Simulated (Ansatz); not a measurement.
# hcp Tl

The numbers are results of LDA (Ansatz, an electronic-structure program, plane waves, PAW), not measurements.

Run with plane-wave cutoff 500 eV, 16×16×1 k mesh (along the axes of the cell as run), Fermi–Dirac smearing 0.1 eV, scalar-relativistic PAW data made under PBE.

Cell: relaxed at this level.

```
Item                                    Value
----------------------------------  ---------
surface energy of the (10-11) face  0.56 J/m²
work function of the (10-11) face     3.80 eV
```

The slab of 12 atoms is relaxed and unreconstructed.

Spin–orbit coupling is not included; it can shift volumes and moduli of such heavy elements.

The computed numbers hold no vibrational or temperature effects.

It cost about 50 core-minutes (a rough figure) of CPU time.
